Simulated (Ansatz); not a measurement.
A basis-limit estimate, worked out

An elementary step of CH6SSi, singlet (CH₆SSi ([CH3][SiH2][SH]) → CH₄Si ([CH3][SiH]) + H₂S (still joined by a long Si–S bond); bonds formed: S2–H3; bonds broken: Si1–H3; bonds weakened to dative contacts: Si1–S2). “Start” is the structure reached by relaxing down from the saddle towards the reactants; PBE0-D4/def2-TZVP structures. The saddle:

Si1  (-0.898, -0.413, -0.087)
S2  (1.447, -1.490, 0.013)
H3  (0.171, -1.666, -0.755)
H4  (-1.045, -0.528, 1.411)
C5  (-0.253, 1.350, -0.327)
H6  (1.039, -2.414, 0.898)
H7  (0.455, 1.660, 0.443)
H8  (-1.119, 2.021, -0.285)
H9  (0.203, 1.479, -1.311)
(Å)

Ansatz 0.2.0; basis: def2-TZVPP and def2-QZVPP; cores frozen in the correlated methods.

Energies in eV:

| quantity | saddle | start |
| --- | --- | --- |
| Hartree–Fock, triple zeta (X = 3) | -19803.70983 | -19807.25121 |
| Hartree–Fock, quadruple zeta (X = 4) | -19804.31277 | -19807.86234 |
| MP2 correlation, X = 3 | -13.76324 | -13.27221 |
| MP2 correlation, X = 4 | -14.75184 | -14.27386 |
| CCSD(T) correlation, X = 3 | -15.81420 | -15.21792 |

Work out the barrier at the basis limit: extrapolate Hartree–Fock as E(X) = E∞ + A exp(−7.88 √X) and the MP2 correlation as E(X) = E∞ + B X^−2.97 (the exponents that Neese and Valeev fitted for def2-TZVPP and QZVPP), then add CCSD(T) − MP2 in triple zeta.

Each step is linear, so take the differences first (saddle − start): Hartree–Fock 3.54138 (X = 3) and 3.54957 (X = 4); MP2 correlation -0.49103 and -0.47798; CCSD(T) correlation -0.59628.
Two points give E∞ = E(4) + w [E(4) − E(3)], with w = 1/(exp(7.88 (2 − √3)) − 1) = 0.1377 for Hartree–Fock and w = 1/((4/3)^2.97 − 1) = 0.7407 for the correlation.
Hartree–Fock: 3.54957 + 0.1377 × 0.00819 = 3.5507 eV.
MP2 correlation: -0.47798 + 0.7407 × 0.01305 = -0.4683 eV.
CCSD(T) − MP2: -0.59628 − (-0.49103) = -0.1053 eV.
Sum: 3.5507 + (-0.4683) + (-0.1053) = 2.9771 eV, or 68.65 kcal/mol. Plain CCSD(T) in triple zeta gives 2.9451 eV, so the larger basis shifts the result by 0.0320 eV.

No T1 diagnostic of these runs exceeds 0.016. The restricted Hartree–Fock reference is unstable towards an unrestricted one at one or more of these structures.

Losses and insertions of silylenes and their heavier kin drive the gas-phase chemistry of silicon and germanium vapour deposition.

Labels in which every atom is bracketed show which atoms are joined, not bond orders.

For scale, one of the runs: CCSD(T)/def2-TZVPP, 199 basis functions, launched by `ansatz run in.yaml --threads 2 --pin off --events-out ev --progress --plain --max-ram 4352MiB`. Hardware: 2 CPU threads, shared host. Wall time 48 s; peak host memory 2.2 GiB.
